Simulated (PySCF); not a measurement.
# BH₂⁺: a search over shapes

Which structure of BH₂⁺ lies lowest? The starts are linear and bent; the spin state tried: singlet. Each end point is tested by its vibrations.

The runs use PySCF 2.14.0; PBE0, basis B def2-TZVP, H def2-TZVP, no relativity, density fitting.

## Step 1: The starting structure

3 atoms, charge 1, spin multiplicity 1.

Bond lengths: B1–H2 1.147 Å, B1–H3 1.147 Å. Angles: H2–B1–H3 180.0°.

Z-matrix (Å, degrees; charge 1 multiplicity 1):
```
B
H  1 1.1466
H  1 1.1466 2 180.00
```

## Step 2: Finding the electronic state

The steps below are one call of a driver around PySCF. For each, scf.py gives the equivalent set-up of the SCF; relaxations use the driver's own optimiser. After this first run the driver tries any further starts and a stability analysis.

The input, scf.py:

```python
from pyscf import gto, scf, dft
mol = gto.M(atom='''
B      0.000000     0.000000     0.000000
H      0.000000     0.000000     1.146600
H      0.000000     0.000000    -1.146600''',
    basis={'B': 'def2-TZVP', 'H': 'def2-TZVP'},
    charge=1, spin=0)
mf = dft.RKS(mol, xc='PBE0')
mf.grids.atom_grid = (50, 194)
aux = {'B': 'def2-universal-JKFIT', 'H': 'def2-universal-JKFIT'}
mf = mf.density_fit(auxbasis=aux)
mf.conv_tol = 1e-08
mf.diis_space = 10
mf.max_cycle = 60
mf.init_guess = 'minao'
mf.verbose = 4
mf.kernel()
```

Launch:

```sh
$ OMP_NUM_THREADS=2 python axn.py task.json out
```

Log:

```text
init E= -25.7539080872028
  HOMO = -0.426663930823759  LUMO = -0.1152235795882  gap/eV = 8.47472
cycle= 1 E= -25.5658379988294  delta_E= 0.188  |g|= 0.216  |ddm|= 0.998
  HOMO = -0.801346407300111  LUMO = -0.446118679427613  gap/eV = 9.66624
cycle= 2 E= -25.5843532416652  delta_E= -0.0185  |g|= 0.0852  |ddm|= 0.34
  HOMO = -0.766959429905233  LUMO = -0.400907546339919  gap/eV = 9.96078
cycle= 3 E= -25.5865364399323  delta_E= -0.00218  |g|= 0.0038  |ddm|= 0.0925
  HOMO = -0.76337151245391  LUMO = -0.398042844829339  gap/eV = 9.94110
cycle= 4 E= -25.5865400242348  delta_E= -3.58e-06  |g|= 0.000255  |ddm|= 0.00826
  HOMO = -0.763596018384151  LUMO = -0.398123065291907  gap/eV = 9.94503
cycle= 5 E= -25.5865400635145  delta_E= -3.93e-08  |g|= 2.8e-05  |ddm|= 0.000829
  HOMO = -0.763593804759793  LUMO = -0.398127301665779  gap/eV = 9.94485
cycle= 6 E= -25.5865400637682  delta_E= -2.54e-10  |g|= 1.48e-06  |ddm|= 5.97e-05
  HOMO = -0.763594692012365  LUMO = -0.398127412609833  gap/eV = 9.94487
Extra cycle  E= -25.586540063769  delta_E= -7.82e-13  |g|= 3.77e-07  |ddm|= 1.96e-06
converged SCF energy = -25.586540063769
```

This step, with its further starts and checks, ran for 0.6 s (2 threads of Intel Xeon Platinum 8488C (Sapphire Rapids), shared host).

The test of internal stability found no lower closed-shell solution.

## Step 3: Linear start, singlet: relaxation

The program finds D∞h symmetry in the start, which this walk keeps. The walk stops when the largest gradient is under 0.0003 Eh/bohr and the energy has settled too.

scf.py: that of step 2 with these lines changed.

```diff
@@ -15 +14,0 @@
-mf.init_guess = 'minao'
```

Steps of the walk:

| step | energy (Eh) | change (kJ/mol) | largest symmetric gradient (Eh/bohr) |
| --- | --- | --- | --- |
| 0 | -25.586540 | 0.00 | 0.01799 |
| 1 | -25.587577 | -2.72 | 0.00334 |
| 2 | -25.587618 | -2.83 | 0.00026 |
| 3 | -25.587618 | -2.83 | 0.00000 |

The walk took 1.1 s.

Geometry (Å) and forces (eV/Å) at some steps:

```
step 0
B    0.000   0.000   0.000   0.000   0.000   0.000
H    0.000   0.000   1.147   0.000   0.000   0.925
H    0.000   0.000  -1.147   0.000   0.000  -0.925
step 1
B    0.000   0.000   0.000   0.000   0.000   0.000
H    0.000   0.000   1.173   0.000   0.000   0.172
H    0.000   0.000  -1.173   0.000   0.000  -0.172
step 2
B    0.000   0.000   0.000   0.000   0.000   0.000
H    0.000   0.000   1.179   0.000   0.000   0.013
H    0.000   0.000  -1.179   0.000   0.000  -0.013
step 3
B    0.000   0.000   0.000   0.000   0.000   0.000
H    0.000   0.000   1.179   0.000   0.000   0.000
H    0.000   0.000  -1.179   0.000   0.000   0.000
```

After 3 steps and 2.8 kJ/mol it ends at D∞h: B–H 1.179 Å (×2); H–B–H 180.0°.

## Step 4: Frequencies

The point is checked on the finer grid, and tightened if its gradient asks for it. The Hessian and the dipole derivatives come from central differences of analytic gradients, with steps of 0.02 bohr.

scf.py: that of step 3 with these lines changed.

```diff
@@ -4,2 +4,2 @@
-H      0.000000     0.000000     1.146600
-H      0.000000     0.000000    -1.146600''',
+H     -0.000000     0.000000     1.179166
+H      0.000000    -0.000000    -1.179166''',
@@ -9 +9 @@
-mf.grids.atom_grid = (50, 194)
+mf.grids.atom_grid = (75, 302)
@@ -12 +12 @@
-mf.conv_tol = 1e-08
+mf.conv_tol = 1e-10
```

This SCF starts from the last density.

Log of the central SCF (cycles and frontier levels):

```text
init E= -25.5876183413633
  HOMO = -0.753850999492323  LUMO = -0.396926207939267  gap/eV = 9.71242
cycle= 1 E= -25.5876183413637  delta_E= -3.45e-13  |g|= 4.41e-07  |ddm|= 1.61e-06
  HOMO = -0.753850854121678  LUMO = -0.396925964102054  gap/eV = 9.71242
Extra cycle  E= -25.5876183413637  delta_E= -5.33e-14  |g|= 1.71e-07  |ddm|= 6e-07
converged SCF energy = -25.5876183413637
```

The whole step took 3.6 s.

Geometry: D∞h; B–H 1.179 Å (×2); H–B–H 180.0°.

Modes, for the most abundant isotopes:

```json
{"symmetry": "πu", "ω (cm⁻¹)": "991", "IR (km/mol)": "66.8", "μ (u)": "1.17", "type": "bend"}
{"symmetry": "σg+", "ω (cm⁻¹)": "2658", "IR (km/mol)": "0.0", "μ (u)": "1.01", "type": "stretch"}
{"symmetry": "σu+", "ω (cm⁻¹)": "2946", "IR (km/mol)": "41.2", "μ (u)": "1.17", "type": "stretch"}
```

No imaginary mode, so this is a minimum.

Properties at this point:

* Dipole moment about the centre of mass: 0.00 D
* Highest occupied level: -20.51 eV
* Lowest empty level: -10.80 eV
* Rotational constants: 6.015 cm⁻¹
* Zero-point energy: 45.4 kJ/mol
* Principal polarisabilities: 8.7, 8.7, 10.7 bohr³
* Principal traceless quadrupole moments about the centre of mass: -0.59, -0.59, 1.18 D Å
* Entropy at 298.15 K and 1 bar: 173.7 J/(mol K)
* Heat capacity Cp at 298.15 K: 32.3 J/(mol K)
* Enthalpy at 298.15 K above 0 K: 8.88 kJ/mol
* Rotational symmetry number: 2

Populations by atom (charges in e):

```
atom  Mulliken  Löwdin  polar tensor  Mayer order to B1
  B1      0.48    0.78          0.92                  –
H2,3      0.26    0.11          0.04               0.91
```

Outer orbital energies (eV). occupied: -197.39, -23.13, -20.51; empty: -10.80, -10.80, -5.28, -3.47.

Mulliken populations on B1: s 3.38, p 1.11, d 0.03, f 0.00.

## Step 5: Relaxing the singlet from the bent start

The program finds C2v symmetry in the start, which this walk keeps. The walk stops when the largest gradient is under 0.0003 Eh/bohr and the energy has settled too.

scf.py: that of step 4 with these lines changed.

```diff
@@ -3,3 +3,3 @@
-B      0.000000     0.000000     0.000000
-H     -0.000000     0.000000     1.179166
-H      0.000000    -0.000000    -1.179166''',
+B      0.000000     0.000000    -0.101781
+H      0.939200     0.000000     0.555919
+H     -0.939200     0.000000     0.555919''',
@@ -9 +9 @@
-mf.grids.atom_grid = (75, 302)
+mf.grids.atom_grid = (50, 194)
@@ -12 +12 @@
-mf.conv_tol = 1e-10
+mf.conv_tol = 1e-08
```

The optimiser's trace:

| step | energy (Eh) | change (kJ/mol) | largest symmetric gradient (Eh/bohr) |
| --- | --- | --- | --- |
| 0 | -25.522810 | 0.00 | 0.05429 |
| 1 | -25.566961 | -115.92 | 0.05373 |
| 2 | -25.579967 | -150.07 | 0.02997 |
| 3 | -25.584071 | -160.84 | 0.02000 |
| 4 | -25.587502 | -169.85 | 0.00355 |
| 5 | -25.587614 | -170.14 | 0.00102 |
| 6 | -25.587618 | -170.15 | 0.00002 |

The walk took 2 s.

End point (D∞h, 6 steps, 170.2 kJ/mol gained): B–H 1.179 Å (×2); H–B–H 180.0°.

## Step 6: Density, ELF and potential

The plane holds B1 at (0.00, 0.00), H2 at (1.18, 0.00), H3 at (-1.18, 0.00) Å. Columns run from x = -3.15 to 3.45 Å, rows from y = 2.25 (top) to -1.95 Å, in steps of 0.3 Å.

Density (cut at 5 e/Å³):

Ten steps from '0' (0.000 e/Å³) to '9' (5.000 e/Å³), finer at the low end (step k begins (100^(k/10) - 1)/99 of the way up):
```
00000000000000000000000
00000000000000000000000
00000000000000000000000
00000000000000000000000
00000011121121110000000
00000123333333321000000
00001245555555542100000
00001367779977763100000
00001367779977763100000
00001245555555542100000
00000123333333321000000
00000011121121110000000
00000000000000000000000
00000000000000000000000
00000000000000000000000
```

ELF (0 where the density is under 0.005 e/Å³):

Ten even steps from '0' (0.00) to '9' (1.00):
```
00000000000000000000000
00000000000000000000000
00000000100001000000000
00000798620026897000000
00009999962269999900000
00089999992299999980000
00099999990099999990000
00099999959959999990000
00099999959959999990000
00099999990099999990000
00089999992299999980000
00009999962269999900000
00000798620026897000000
00000000100001000000000
00000000000000000000000
```

Lowest empty orbital at -10.80 eV (sign arbitrary; one member if degenerate):

Ten even steps from '0' (-0.11 Å^-3/2) to '9' (0.11 Å^-3/2):
```
44444444444444444444444
44444444444444444444444
44444444443344444444444
44444444333333444444444
44444443322223344444444
44444443211112344444444
44444443310013344444444
44444444431134444444444
55555555568865555555555
55555556689986655555555
55555556788887655555555
55555556677776655555555
55555555666666555555555
55555555556655555555555
55555555555555555555555
```

Making the fields ran for under 0.5 s (2 threads of Intel Xeon Platinum 8488C (Sapphire Rapids), shared host).

## Step 7: Outcome

| quantity | value |
| --- | --- |
| lowest minimum | singlet, D∞h |
| geometry | B–H 1.179 Å (×2); H–B–H 180.0° |
| wavenumbers (cm⁻¹) | 991 (πu), 2658 (σg+), 2946 (σu+) |
| dipole moment (centre of mass) | 0.00 D |
| highest occupied, lowest empty level | -20.51, -10.80 eV |
| polar-tensor charge of B1 | +0.92 e |
| zero-point energy | 45.4 kJ/mol |
| entropy at 298.15 K | 173.7 J/(mol K) |

**Reading.** The lowest minimum found is the singlet of D∞h symmetry. In the infrared the band at 991 cm⁻¹ (πu, bend) leads. A search over typed starts can miss a lower isomer.

The search up to here took 8.2 s.
